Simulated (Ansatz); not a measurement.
**SiN2H4: single points with varied inputs**

Aim: run SiN2H4 under a spread of inputs, and see what each costs and gives.

Method: the settings change from run to run; program: Ansatz 0.2.0, Gaussian basis.

1 further run of the same task is left out (it didn't finish).

## 1. The geometry

The geometry comes from an earlier relaxation with PBE0-D4 in a triple-zeta def2 set; it is a stationary point, not always the lowest conformer.

7 atoms, charge 0, spin multiplicity 1.

Atoms are counted from 1 here; the program's logs count them from 0.

Bond lengths: N1–Si2 1.716 Å, N1–H4 1.006 Å, N1–H5 1.009 Å, Si2–N3 1.716 Å, N3–H6 1.009 Å, N3–H7 1.006 Å. Angles: Si2–N1–H4 120.3°, Si2–N1–H5 127.8°, H4–N1–H5 111.9°, N1–Si2–N3 100.2°, Si2–N3–H6 127.8°, Si2–N3–H7 120.3°, H6–N3–H7 111.9°.

## 2. r2SCAN0/STO-3G

Set apart from the defaults: atoms shaken by 0.08 Å, relativity set to scalar.

The input, in.yaml:

```yaml
crystal:
  periodic: [false, false, false]
  atoms:
    - {symbol: N, position_ang: [-1.138652, 0.413098, -0.341038]}
    - {symbol: Si, position_ang: [-0.336024, -0.975293, -0.347887]}
    - {symbol: N, position_ang: [1.303948, -0.359705, 0.214675]}
    - {symbol: H, position_ang: [-2.150620, 0.273630, -0.752136]}
    - {symbol: H, position_ang: [-1.173494, 1.325360, 0.044314]}
    - {symbol: H, position_ang: [1.424411, 0.617129, 0.838584]}
    - {symbol: H, position_ang: [2.056518, -0.903084, 0.496434]}
basis:
  gaussian: {orbitals: STO-3G}
hamiltonian: {xc: {name: r2SCAN0}, pseudopotentials: {relativity: scalar}}
```

On the command line:

```sh
ansatz run in.yaml --threads 4 --pin off --events-out ev --progress --plain --max-ram 10444MiB
```

Output:

```text
Functional definition: r2SCAN0
  name "r2SCAN0"
  cite "Bursch, Neugebauer, Ehlert & Grimme, J. Chem. Phys. 156, 134105 (2022) doi:10.1063/5.0086040"
  cite "Furness, Kaplan, Ning, Perdew & Sun, J. Phys. Chem. Lett. 11, 8208 (2020) doi:10.1021/acs.jpclett.0c02405"
  cite "Furness, Kaplan, Ning, Perdew & Sun, J. Phys. Chem. Lett. 11, 9248 (2020) doi:10.1021/acs.jpclett.0c03077"
  parent r2scan
  parameter a = 0.25
  parameter k0 = 0.174
  parameter k1 = 0.065
  parameter a1 = 4.9479
  exchange = (1 - a)*r2scan_x(k0 = k0, k1 = k1, a1 = a1) + a*exact_x
  correlation = r2scan_c
285 factors; integrals over basis functions are off by at most 2.5e-5 eV
mean field evaluation 1: about -10800.1487 eV, gradient 2.4e1 eV
mean field evaluation 2: about -10798.5827 eV, gradient 3.4e1 eV
mean field evaluation 4: about -10802.0086 eV, gradient 1.2e0 eV
mean field evaluation 8: about -10801.9995 eV, gradient 3.1e-3 eV
mean field -10801.99949470 eV, -396.9661595721 hartree, gradient 3.4e-5 eV, S^2 0.000000; 0 other end points of the search recorded, 0 dependent functions left out
reference -10801.99949892 eV, -396.9661597270 hartree; 16, 16 occupied and 7, 7 virtual orbitals, 285 factors
Total energy: -10801.99949892 eV, -396.9661597270 hartree
Relativity: scalar
```

It took 0.6 s on 4 threads of Arm Neoverse V1, shared host.

## 3. wB97/def2-TZVPP

This run has high accuracy.

The input, in.yaml:

```yaml
crystal:
  periodic: [false, false, false]
  atoms:
    - {symbol: N, position_ang: [-1.218366, 0.317985, -0.353355]}
    - {symbol: Si, position_ang: [-0.179970, -1.046295, -0.427165]}
    - {symbol: N, position_ang: [1.224757, -0.398304, 0.315683]}
    - {symbol: H, position_ang: [-2.153868, 0.263686, -0.720632]}
    - {symbol: H, position_ang: [-1.015868, 1.229536, 0.029693]}
    - {symbol: H, position_ang: [1.357754, 0.533141, 0.680891]}
    - {symbol: H, position_ang: [2.046861, -0.967749, 0.429186]}
basis:
  gaussian: {orbitals: def2-TZVPP}
hamiltonian: {xc: {name: wB97}}
accuracy: high
output: {forces: true}
```

Same command.

Output (excerpt; [...] marks lines left out):

```text
Functional definition: wB97
  name "wB97"
  cite "Chai & Head-Gordon, J. Chem. Phys. 128, 084106 (2008) doi:10.1063/1.2834918"
  cite "Becke, J. Chem. Phys. 107, 8554 (1997) doi:10.1063/1.475007"
[...]
  # The coefficients of nought are those of the uniform gas.
[...]
      + integral(e_c_pw_opposite_spin*poly(b97_u_opposite, 1, cos1, cos2, cos3, cos4))
2793 factors; integrals over basis functions are off by at most 5.8e-9 eV
548 factors; integrals over basis functions are off by at most 2.4e-9 eV
[...]
mean field -10924.41859586 eV, -401.4649785609 hartree, gradient 2.2e-8 eV, S^2 0.000000; 0 other end points of the search recorded, 0 dependent functions left out
[...]
reference -10924.41859497 eV, -401.4649785284 hartree; 16, 16 occupied and 144, 144 virtual orbitals, 2793 factors
Total energy: -10924.41859497 eV, -401.4649785284 hartree
Atom 0 at    -1.218366     0.317985    -0.353355 Å, force    -0.039780     0.056087     0.004108 eV/Å
Atom 1 at    -0.179970    -1.046295    -0.427165 Å, force    -0.000998    -0.005767    -0.002799 eV/Å
Atom 2 at     1.224757    -0.398304     0.315683 Å, force     0.055168     0.028042     0.030167 eV/Å
Atom 3 at    -2.153868     0.263686    -0.720632 Å, force     0.018475     0.023053     0.014856 eV/Å
Atom 4 at    -1.015868     1.229536     0.029693 Å, force    -0.007988    -0.067533    -0.025592 eV/Å
Atom 5 at     1.357754     0.533141     0.680891 Å, force    -0.016119    -0.064871    -0.028471 eV/Å
Atom 6 at     2.046861    -0.967749     0.429186 Å, force    -0.008757     0.030989     0.007731 eV/Å
Dipole moment:     0.078810     0.432796     0.175580 e Å
```

Wall time 11 s (4 threads of Arm Neoverse V1, shared host); peak memory 0.77 GiB.

Largest force 0.073 eV/Å, dipole 2.28 D.

## 4. B3LYP/def2-TZVPD

Set apart from the defaults: a grid of angular degree 23.

Changes to in.yaml since step 3:

```diff
@@ -11,5 +11,4 @@
 basis:
-  gaussian: {orbitals: def2-TZVPP}
-hamiltonian: {xc: {name: wB97}}
-accuracy: high
+  gaussian: {orbitals: def2-TZVPD, final_grid: {core_spheres: 8, valence_spheres: 7, degree: 23}}
+hamiltonian: {xc: {name: B3LYP}}
 output: {forces: true}
```

Same command.

Output (excerpt; [...] marks lines left out):

```text
Functional definition: B3LYP
  name "B3LYP"
  cite "Stephens, Devlin, Chabalowski & Frisch, J. Phys. Chem. 98, 11623 (1994) doi:10.1021/j100096a001"
  cite "Becke, Phys. Rev. A 38, 3098 (1988) doi:10.1103/PhysRevA.38.3098"
  cite "Lee, Yang & Parr, Phys. Rev. B 37, 785 (1988) doi:10.1103/PhysRevB.37.785"
  cite "Vosko, Wilk & Nusair, Can. J. Phys. 58, 1200 (1980) doi:10.1139/p80-159"
[...]
851 factors; their error is unknown
[...]
mean field -10926.03004939 eV, -401.5241983859 hartree, gradient 2.6e-5 eV, S^2 0.000000; 0 other end points of the search recorded, 0 dependent functions left out
[...]
reference -10926.03028545 eV, -401.5242070608 hartree; 16, 16 occupied and 137, 137 virtual orbitals, 851 factors
Total energy: -10926.03028545 eV, -401.5242070608 hartree
Atom 0 at    -1.218366     0.317985    -0.353355 Å, force    -0.086575     0.046498    -0.016560 eV/Å
Atom 1 at    -0.179970    -1.046295    -0.427165 Å, force    -0.036564    -0.201137    -0.082079 eV/Å
Atom 2 at     1.224757    -0.398304     0.315683 Å, force     0.093897    -0.006602     0.032879 eV/Å
Atom 3 at    -2.153868     0.263686    -0.720632 Å, force    -0.067758     0.031079    -0.014573 eV/Å
Atom 4 at    -1.015868     1.229536     0.029693 Å, force    -0.009401     0.076356     0.022432 eV/Å
Atom 5 at     1.357754     0.533141     0.680891 Å, force     0.034873     0.063585     0.034079 eV/Å
Atom 6 at     2.046861    -0.967749     0.429186 Å, force     0.071529    -0.009778     0.023821 eV/Å
Dipole moment:     0.072441     0.397812     0.161383 e Å
```

Run time: 1 s. Hardware: 4 threads of Arm Neoverse V1, shared host.

Largest force 0.220 eV/Å, dipole 2.09 D.

## 5. LC-wPBE/ANO-RCC-VTZP

This run has high accuracy.

Changes to in.yaml since step 4:

```diff
@@ -11,4 +11,4 @@
 basis:
-  gaussian: {orbitals: def2-TZVPD, final_grid: {core_spheres: 8, valence_spheres: 7, degree: 23}}
-hamiltonian: {xc: {name: B3LYP}}
-output: {forces: true}
+  gaussian: {orbitals: ANO-RCC-VTZP}
+hamiltonian: {xc: {name: LC-wPBE}}
+accuracy: high
```

Launched as before.

Output (excerpt; [...] marks lines left out):

```text
Functional definition: LC-wPBE
  name "LC-wPBE"
  cite "Vydrov & Scuseria, J. Chem. Phys. 125, 234109 (2006) doi:10.1063/1.2409292"
  cite "Heyd & Scuseria, J. Chem. Phys. 120, 7274 (2004) doi:10.1063/1.1668634"
  cite "Ernzerhof & Perdew, J. Chem. Phys. 109, 3313 (1998) doi:10.1063/1.476928"
  cite "Perdew, Burke & Ernzerhof, Phys. Rev. Lett. 77, 3865 (1996) doi:10.1103/PhysRevLett.77.3865"
  parent pbe
[...]
2817 factors; integrals over basis functions are off by at most 3.1e-9 eV
683 factors; integrals over basis functions are off by at most 1.8e-9 eV
[...]
mean field -10939.34259950 eV, -402.0134255790 hartree, gradient 3.8e-8 eV, S^2 0.000000; 0 other end points of the search recorded, 0 dependent functions left out
reference -10939.34259950 eV, -402.0134255790 hartree; 16, 16 occupied and 134, 134 virtual orbitals, 2817 factors
Total energy: -10939.34259950 eV, -402.0134255790 hartree
Relativity: scalar
```

Run time: 29 s. Hardware: 4 threads of Arm Neoverse V1, shared host; peak memory 0.67 GiB.

## 6. wB97X-V/def2-mTZVPP

Options: the search for lower states set to off.

Changes to in.yaml since step 5:

```diff
@@ -11,4 +11,4 @@
 basis:
-  gaussian: {orbitals: ANO-RCC-VTZP}
-hamiltonian: {xc: {name: LC-wPBE}}
-accuracy: high
+  gaussian: {orbitals: def2-mTZVPP}
+hamiltonian: {xc: {name: wB97X-V}}
+scf: {lower_state_search: off}
```

The command is unchanged.

Output (excerpt; [...] marks lines left out):

```text
Functional definition: wB97X-V
  name "wB97X-V"
  cite "Mardirossian & Head-Gordon, Phys. Chem. Chem. Phys. 16, 9904 (2014) doi:10.1039/C3CP54374A"
  cite "Becke, J. Chem. Phys. 107, 8554 (1997) doi:10.1063/1.475007"
  cite "Vydrov & Van Voorhis, J. Chem. Phys. 133, 244103 (2010) doi:10.1063/1.3521275"
[...]
      + integral(e_c_pw_opposite_spin*poly(b97_u_opposite, cos0, cos1)) + vv10(b, c)
[...]
784 factors; their error is unknown
254 factors; integrals over basis functions are off by at most 5.5e-6 eV
[...]
mean field -10922.66464509 eV, -401.4005220589 hartree, gradient 4.2e-6 eV, S^2 0.000000; 0 other end points of the search recorded, 0 dependent functions left out
reference -10922.66464376 eV, -401.4005220101 hartree; 16, 16 occupied and 79, 79 virtual orbitals, 784 factors
Total energy: -10922.66464376 eV, -401.4005220101 hartree
Checks for a lower state left out: stability, starts, cluster_reference, orbital_swaps, neighbouring_geometries, increment
```

Run time: 1.2 s. Hardware: 4 threads of Arm Neoverse V1, shared host.

## 7. CAM-B3LYP/aug-cc-pVDZ

This run has D4 dispersion.

Changes to in.yaml since step 6:

```diff
@@ -11,4 +11,3 @@
 basis:
-  gaussian: {orbitals: def2-mTZVPP}
-hamiltonian: {xc: {name: wB97X-V}}
-scf: {lower_state_search: off}
+  gaussian: {orbitals: aug-cc-pVDZ}
+hamiltonian: {xc: {name: CAM-B3LYP}, dispersion: d4}
```

Same command.

Output (excerpt; [...] marks lines left out):

```text
Functional definition: CAM-B3LYP
  name "CAM-B3LYP"
  cite "Yanai, Tew & Handy, Chem. Phys. Lett. 393, 51 (2004) doi:10.1016/j.cplett.2004.06.011"
  cite "Iikura, Tsuneda, Yanai & Hirao, J. Chem. Phys. 115, 3540 (2001) doi:10.1063/1.1383587"
  cite "Becke, Phys. Rev. A 38, 3098 (1988) doi:10.1103/PhysRevA.38.3098"
  cite "Lee, Yang & Parr, Phys. Rev. B 37, 785 (1988) doi:10.1103/PhysRevB.37.785"
  cite "Vosko, Wilk & Nusair, Can. J. Phys. 58, 1200 (1980) doi:10.1139/p80-159"
[...]
  # Exact exchange under (alpha + beta erf(omega r))/r, Becke's under what is left of 1/r.
[...]
1059 factors; their error is unknown
481 factors; integrals over basis functions are off by at most 1.4e-5 eV
[...]
mean field -10922.83433598 eV, -401.4067580842 hartree, gradient 1.7e-5 eV, S^2 0.000000; 0 other end points of the search recorded, 0 dependent functions left out
reference -10922.83446714 eV, -401.4067629044 hartree; 16, 16 occupied and 93, 93 virtual orbitals, 1059 factors
Total energy: -10922.92887686 eV, -401.4102323974 hartree
```

Wall time 1 s (4 threads of Arm Neoverse V1, shared host).

## 8. wB97X-V/def2-SVP

This run has a grid of angular degree 47, a point charge of 2.00 e beside it.

Changes to in.yaml since step 7:

```diff
@@ -11,3 +11,3 @@
 basis:
-  gaussian: {orbitals: aug-cc-pVDZ}
-hamiltonian: {xc: {name: CAM-B3LYP}, dispersion: d4}
+  gaussian: {orbitals: def2-SVP, final_grid: {core_spheres: 20, valence_spheres: 16, degree: 47}, point_charges: [{charge: 2.00, position_ang: [5.004, -0.894, 0.586]}]}
+hamiltonian: {xc: {name: wB97X-V}}
```

Launched as before.

Output (excerpt; [...] marks lines left out):

```text
Functional definition: wB97X-V
  name "wB97X-V"
  cite "Mardirossian & Head-Gordon, Phys. Chem. Chem. Phys. 16, 9904 (2014) doi:10.1039/C3CP54374A"
  cite "Becke, J. Chem. Phys. 107, 8554 (1997) doi:10.1063/1.475007"
  cite "Vydrov & Van Voorhis, J. Chem. Phys. 133, 244103 (2010) doi:10.1063/1.3521275"
[...]
      + integral(e_c_pw_opposite_spin*poly(b97_u_opposite, cos0, cos1)) + vv10(b, c)
772 factors; their error is unknown
212 factors; integrals over basis functions are off by at most 1.0e-5 eV
[...]
mean field -10916.41019118 eV, -401.1706751174 hartree, gradient 2.2e-5 eV, S^2 0.000000; 0 other end points of the search recorded, 0 dependent functions left out
reference -10916.41018969 eV, -401.1706750627 hartree; 16, 16 occupied and 50, 50 virtual orbitals, 772 factors
Total energy: -10916.41018969 eV, -401.1706750627 hartree
```

It took 1.1 s on 4 threads of Arm Neoverse V1, shared host.

## 9. PBE0-DH/aug-cc-pVDZ

Set apart from the defaults: finite nuclei, relativity set to scalar, the search for lower states set to light.

Changes to in.yaml since step 8:

```diff
@@ -11,3 +11,5 @@
 basis:
-  gaussian: {orbitals: def2-SVP, final_grid: {core_spheres: 20, valence_spheres: 16, degree: 47}, point_charges: [{charge: 2.00, position_ang: [5.004, -0.894, 0.586]}]}
-hamiltonian: {xc: {name: wB97X-V}}
+  gaussian: {orbitals: aug-cc-pVDZ, nuclear_model: gaussian}
+hamiltonian: {xc: {name: PBE0-DH}, pseudopotentials: {relativity: scalar}}
+scf: {lower_state_search: light}
+output: {forces: true}
```

Launched as before.

Output (excerpt; [...] marks lines left out):

```text
Functional definition: PBE0-DH
  name "PBE0-DH"
  cite "Brémond & Adamo, J. Chem. Phys. 135, 024106 (2011) doi:10.1063/1.3604569"
  cite "Perdew, Burke & Ernzerhof, Phys. Rev. Lett. 77, 3865 (1996) doi:10.1103/PhysRevLett.77.3865"
[...]
1072 factors; integrals over basis functions are off by at most 8.7e-4 eV
[...]
mean field -10930.67609034 eV, -401.6949372418 hartree, gradient 2.2e-6 eV, S^2 0.000000; 0 other end points of the search recorded, 0 dependent functions left out
7 core orbitals not correlated: weight in the atoms' cores, before any rotation towards them, 1.000 or more for the frozen orbitals, at most 0.000 for the correlated occupied ones
reference -10930.67612025 eV, -401.6949383407 hartree; 9, 9 occupied and 93, 93 virtual orbitals, 1072 factors
second order -15.43726945 eV of doubles, -0.00000000 eV of singles
[...]
Total energy: -10932.60577893 eV, -401.7658519892 hartree
Relativity: scalar
Atom 0 at    -1.218366     0.317985    -0.353355 Å, force    -0.364555     0.490172     0.029724 eV/Å
Atom 1 at    -0.179970    -1.046295    -0.427165 Å, force    -0.142275    -0.781841    -0.317786 eV/Å
Atom 2 at     1.224757    -0.398304     0.315683 Å, force     0.497084     0.237372     0.265638 eV/Å
Atom 3 at    -2.153868     0.263686    -0.720632 Å, force    -0.016760     0.001965    -0.005387 eV/Å
Atom 4 at    -1.015868     1.229536     0.029693 Å, force     0.019498     0.025708     0.016131 eV/Å
Atom 5 at     1.357754     0.533141     0.680891 Å, force    -0.008604     0.034189     0.007881 eV/Å
Atom 6 at     2.046861    -0.967749     0.429186 Å, force     0.015612    -0.007566     0.003800 eV/Å
Dipole moment:     0.076679     0.421092     0.170831 e Å
```

Run time: 2.9 s. Hardware: 4 threads of Arm Neoverse V1, shared host.

Largest force 0.856 eV/Å, dipole 2.21 D.

## 10. r2SCAN50/ANO-RCC-VTZP

Options: multiplicity 3, D4 dispersion.

Changes to in.yaml since step 9:

```diff
@@ -11,5 +11,5 @@
 basis:
-  gaussian: {orbitals: aug-cc-pVDZ, nuclear_model: gaussian}
-hamiltonian: {xc: {name: PBE0-DH}, pseudopotentials: {relativity: scalar}}
-scf: {lower_state_search: light}
+  gaussian: {orbitals: ANO-RCC-VTZP}
+magnetization: {spin_polarized: true, initial_magnetization: 2}
+hamiltonian: {xc: {name: r2SCAN50}, dispersion: d4}
 output: {forces: true}
```

Same command.

Output (excerpt; [...] marks lines left out):

```text
Functional definition: r2SCAN50
  name "r2SCAN50"
  cite "Bursch, Neugebauer, Ehlert & Grimme, J. Chem. Phys. 156, 134105 (2022) doi:10.1063/5.0086040"
  cite "Furness, Kaplan, Ning, Perdew & Sun, J. Phys. Chem. Lett. 11, 8208 (2020) doi:10.1021/acs.jpclett.0c02405"
  cite "Furness, Kaplan, Ning, Perdew & Sun, J. Phys. Chem. Lett. 11, 9248 (2020) doi:10.1021/acs.jpclett.0c03077"
  parent r2scan
[...]
1171 factors; their error is unknown
[...]
mean field -10937.13084216 eV, -401.9321449957 hartree, gradient 7.0e-5 eV, S^2 2.004380; 0 other end points of the search recorded, 0 dependent functions left out
[...]
reference -10937.13085357 eV, -401.9321454151 hartree; 17, 15 occupied and 133, 135 virtual orbitals, 1171 factors
Total energy: -10937.16465660 eV, -401.9333876535 hartree
Relativity: scalar
Atom 0 at    -1.218366     0.317985    -0.353355 Å, force    -1.356036     0.021905    -0.498184 eV/Å
Atom 1 at    -0.179970    -1.046295    -0.427165 Å, force     0.275547     1.514371     0.614826 eV/Å
Atom 2 at     1.224757    -0.398304     0.315683 Å, force     1.226481    -0.735089     0.208057 eV/Å
Atom 3 at    -2.153868     0.263686    -0.720632 Å, force     0.463927     0.191868     0.238210 eV/Å
Atom 4 at    -1.015868     1.229536     0.029693 Å, force     0.135601    -0.789501    -0.216912 eV/Å
Atom 5 at     1.357754     0.533141     0.680891 Å, force    -0.394930    -0.634421    -0.360997 eV/Å
Atom 6 at     2.046861    -0.967749     0.429186 Å, force    -0.350589     0.430866     0.015000 eV/Å
Dipole moment:     0.039479     0.216647     0.087800 e Å
```

Run time: 6 s. Hardware: 4 threads of Arm Neoverse V1, shared host; peak memory 0.46 GiB.

Largest force 1.657 eV/Å, dipole 1.14 D, ⟨S²⟩ 2.004.

## 11. The runs in one table

```
                level  charge  multiplicity               geometry  functions  energy (eV)   time
       r2SCAN0/STO-3G       0             1                 shaken         23   -10801.999  0.6 s
      wB97/def2-TZVPP       0             1                relaxed        160   -10924.419   11 s
     B3LYP/def2-TZVPD       0             1                relaxed        153   -10926.030    1 s
 LC-wPBE/ANO-RCC-VTZP       0             1                relaxed        150   -10939.343   29 s
  wB97X-V/def2-mTZVPP       0             1                relaxed         95   -10922.665  1.2 s
CAM-B3LYP/aug-cc-pVDZ       0             1                relaxed        109   -10922.929    1 s
     wB97X-V/def2-SVP       0             1  relaxed, point charge         66   -10916.410  1.1 s
  PBE0-DH/aug-cc-pVDZ       0             1                relaxed        109   -10932.606  2.9 s
r2SCAN50/ANO-RCC-VTZP       0             3                relaxed        150   -10937.165    6 s
```

## 12. Results

| quantity | value |
| --- | --- |
| runs | 9 |
| quickest | r2SCAN0/STO-3G, 0.6 s |
| slowest | LC-wPBE/ANO-RCC-VTZP, 29 s |
| spread of total energies, same state and geometry | 16.7 eV |
| dipole, same state and geometry | 2.09 to 2.28 D |

What this shows: Run time spans a factor of 48, from r2SCAN0/STO-3G to LC-wPBE/ANO-RCC-VTZP. The jobs differ in tasks and options as well as level. The totals spread over 17 eV; they can't be compared across methods or bases. Some of these runs are scalar-relativistic and others not, which shifts the totals of all-electron atoms past neon by eV; core potentials, where a basis has them, take the core out of the total altogether. At the PBE0-D4/def2-TZVP geometry and in the same state, runs without warnings or point charges leave forces up to 0.86 eV/Å (PBE0-DH/aug-cc-pVDZ). At that geometry and state the dipole changes by 9 % between the lowest and highest value.
